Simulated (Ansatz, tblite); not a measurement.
Forces on Al(NH3)2H3 (AlN₂H₉) at its PBE-D4/def2-SVP geometry. Charge 0, multiplicity 1.

The xTB rows come from tblite.

GFN1-xTB (tblite), largest force 1.17 eV/Å:

```xyz
12
positions Å, forces eV/Å
Al    0.000    0.001    0.000    0.000    0.000    0.000
N    -0.320    0.041    2.167   -0.170    0.023    1.156
H    -1.240    0.436    2.406    0.723   -0.315   -0.076
H     0.392    0.612    2.644   -0.589   -0.457   -0.267
H    -0.277   -0.903    2.573   -0.052    0.760   -0.210
N     0.320   -0.042   -2.167    0.169   -0.021   -1.156
H    -0.486    0.348   -2.675    0.664   -0.315    0.292
H     0.462   -1.002   -2.509   -0.096    0.768    0.159
H     1.147    0.507   -2.438   -0.648   -0.443    0.102
H     1.476   -0.668    0.230   -0.610    0.276   -0.095
H    -0.161    1.628   -0.055    0.067   -0.673    0.023
H    -1.314   -0.958   -0.175    0.543    0.396    0.072
```

GFN2-xTB (tblite), largest force 0.54 eV/Å:

```
Al 0.000 0.000 0.000
N -0.058 0.009 0.397
H 0.450 -0.188 -0.231
H -0.317 -0.271 -0.342
H -0.003 0.441 -0.308
N 0.057 -0.007 -0.397
H 0.361 -0.181 0.357
H -0.083 0.453 0.279
H -0.406 -0.255 0.246
H -0.347 0.157 -0.054
H 0.038 -0.382 0.013
H 0.309 0.225 0.041
```

ωB97M-V/def2-TZVP (Ansatz), largest force 0.68 eV/Å:

```
Al 0.000 0.000 0.000
N -0.099 0.014 0.673
H 0.533 -0.227 -0.182
H -0.401 -0.328 -0.317
H -0.018 0.539 -0.276
N 0.097 -0.012 -0.674
H 0.454 -0.222 0.335
H -0.087 0.549 0.241
H -0.480 -0.313 0.200
H -0.238 0.107 -0.036
H 0.026 -0.262 0.009
H 0.211 0.154 0.028
```
